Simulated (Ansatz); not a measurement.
Frontier orbitals of C2H6O3S, SMILES `COS(=O)OC`.

Cartesian coordinates in Å:
```
C 0.938 -1.727 -0.086
O 0.216 -0.853 -0.947
S 0.768 0.682 -0.970
O -0.080 1.308 -1.953
O 0.294 1.157 0.497
C -1.114 1.301 0.718
H 0.690 -2.740 -0.397
H 0.643 -1.577 0.956
H 2.018 -1.576 -0.180
H -1.545 1.984 -0.014
H -1.613 0.332 0.655
H -1.214 1.709 1.722
```

Charge 0, multiplicity 1. All single points use the PBE0-D4/def2-TZVP geometry. It is one conformer, not always the lowest. Basis def2-TZVPP, Ansatz.

Orbital energies of one run (eV). Highest occupied ones, from the top: -9.27, -10.37, -10.85, -11.01, -11.86, -12.57, -12.90, -14.48, -14.59, -14.98, -15.64, -16.26, -17.03, -19.47. Empty: 1.47, 1.85, 2.12, 2.68, 3.39, 3.62.

Task: Which functional gave them?
A. HSE06 (plane-wave form)
B. BHLYP
C. LDA (SPW92)
D. LC-ωPBE

Result: B. HOMO energies: BHLYP -9.27, HSE06 -7.49, LC-ωPBE -10.62, LDA (SPW92) -6.68 eV.

LC-ωPBE has ω = 0.4 bohr⁻¹.
